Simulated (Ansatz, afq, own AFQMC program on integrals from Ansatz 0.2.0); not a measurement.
# Where AFQMC and coupled cluster stand for BH4O, doublet

```yaml
atoms:
  - { symbol: B, position_ang: [-1.4054, 0.0307, 0.0000] }
  - { symbol: H, position_ang: [-2.0021, 1.0643, 0.0000] }
  - { symbol: H, position_ang: [-2.0021, -1.0029, 0.0000] }
  - { symbol: H, position_ang: [-0.0654, 0.0307, 0.0000] }
  - { symbol: O, position_ang: [1.1196, 0.0307, 0.0000] }
  - { symbol: H, position_ang: [1.3715, -0.9092, 0.0000] }
```

Connectivity, by distances: BH2 ··· OH, 1 bridging H.

Basis cc-pVTZ. Only valence electrons are correlated. AFQMC by an in-house program on the Cholesky factors that Ansatz 0.2.0 writes for its CCSD(T) run. ph-AFQMC/CISD is guided by a CISD state made of CCSD amplitudes; releasing the constraint for a short imaginary time cuts its bias at the price of noise, slowly where states lie close. Uncertainties: one standard error, sampling alone.

Determinant: UHF, the one that the program's search chose, which needn't be the lowest solution. The geometry is a point of a scan.

No full CI on the walks' own integrals is used here. The released AFQMC energy serves as the reference, which it does only where one determinant dominates, the energy is flat over the last release times and near the phaseless one (40 meV or 2 meV an electron, half that with transition metals). On small molecules, where full CI could be run and the noise was under 10 meV, such values lay within 10 meV of it in 19 cases of 20, a flattering rate, since the rule was set on those same cases; what remains of the bias isn't in the error bar.

Cautions: the released value is read at 2.40 1/Eh with a noise of 11 meV, more than in the cases checked (meV from the phaseless value at times in 1/Eh: -4 ± 6 at 0.24, -19 ± 9 at 0.51, -40 ± 5 at 0.99, -34 ± 9 at 1.62, -26 ± 11 at 2.40).

The T1 diagnostic is 0.0198, the weight of the determinant in the CISD state is 0.878 and the ⟨S²⟩ of the determinant is 0.781. The size of the correlated space is 13 electrons in 114 orbitals.

Reference: AFQMC with the constraint released, correlation energy -10.786 ± 0.011 eV.

```
        level  E − E(reference) (kJ/mol)  share of correlation (%)
           HF               1040.7 ± 1.1                      0.00
          MP2                111.1 ± 1.1                     89.32
         CCSD                 36.1 ± 1.1                     96.53
      CCSD(T)                  4.6 ± 1.1                     99.56
  ph-AFQMC/HF                  3.1 ± 2.9                     99.71
ph-AFQMC/CISD                  2.5 ± 1.4                     99.76
```

A walk keeps the symmetry of its determinant, which the program's search chose and which needn't be the lowest solution, so a lower state of the same spin and another symmetry isn't excluded. Released energies are given only where the last usable release times agree within the noise; a slower fall can still hide under it.
